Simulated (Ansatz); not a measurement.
Total energies of `C=C=CS`.

```xyz
8

C    -1.3545    0.7719   -0.1828
C    -0.1175    0.4064   -0.0188
C     1.1162    0.0315    0.1449
S     1.7111   -1.6220    0.2364
H    -1.7726    0.9257   -1.1737
H    -2.0118    0.9415    0.6656
H     1.9095    0.7665    0.2417
H     0.5196   -2.2216    0.0866
```

The species carries charge 0 and has multiplicity 1. Geometry: relaxed with PBE0-D4/def2-TZVP. It is one conformer, not always the lowest. Basis def2-TZVPP, the Gaussian-basis code of Ansatz.

RPA on PBE orbitals: Hartree–Fock energy of these orbitals -513.40555 Eh, correlation -1.07396 Eh (frozen core).

```
             functional  energy without D4 (Eh)  D4 term (kJ/mol)
            LDA (SPW92)              -512.44105                 –
                    PBE              -514.57897             -14.4
                 revPBE              -514.80435             -46.9
                   BLYP              -514.85659             -32.2
                 r2SCAN              -514.80435              -3.5
                 B97M-V              -514.80746                 –
                   PBE0              -514.61902             -12.1
                  B3LYP              -514.92884             -23.2
                r2SCANh              -514.79572              -3.7
                r2SCAN0              -514.78369              -4.1
HSE06 (plane-wave form)              -514.60495             -11.2
                  BHLYP              -514.82541             -17.0
              CAM-B3LYP              -514.84489             -12.2
                LC-ωPBE              -514.69732                 –
                ωB97X-V              -514.80359                 –
                ωB97M-V              -514.82606                 –
                 B2PLYP              -514.66961                 –
               PBE-QIDH              -514.50824                 –
```

B3LYP takes the VWN-RPA correlation (the form of Gaussian; ORCA's B3LYP/G). HSE06 is the plane-wave form, built on full-range PBE exchange. The double hybrids freeze the cores in their second-order part.

LC-ωPBE has ω = 0.4 bohr⁻¹.
